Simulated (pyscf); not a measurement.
H₃C–N(CH₃)–Si(OH)(OH)–OH + H₂ → H₃C–N(CH₃)–Si(OH)(OH)–OH + H₂ (four-centre exchange; singlet surface; C–H, H–H broken, C–H, H–H formed). Structures and frequencies: ωB97X-D3(BJ)/def2-SVP in PySCF. Energies in eV from the separated reactants.

```json
[
 {"level": "PBE/def2-TZVP", "barrier": "…", "reaction energy": "0.00"},
 {"level": "r²SCAN/def2-TZVP", "barrier": "3.69", "reaction energy": "0.00"},
 {"level": "PBE0-D3(BJ)/def2-TZVP", "barrier": "…", "reaction energy": "0.00"},
 {"level": "M06-2X/def2-TZVP", "barrier": "4.19", "reaction energy": "0.00"},
 {"level": "ωB97M-D3(BJ)/def2-TZVP", "barrier": "3.98", "reaction energy": "0.00"},
 {"level": "HF/def2-TZVP", "barrier": "5.00", "reaction energy": "0.00"}
]
```

### Question
Complete the blanks.

### Answer

- PBE/def2-TZVP, barrier: 3.47
- PBE0-D3(BJ)/def2-TZVP, barrier: 3.79

The functionals in the table span 0.72 eV in this barrier, from PBE to M06-2X. The same reactants have a lower exit, to HO–SiH(OH)–OH + H₃C–NH–CH₃ (barrier +1.74 eV at ωB97M-D3(BJ)/def2-TZVP, against +3.98 eV here). One saddle was located; it need not be the lowest between these sides.
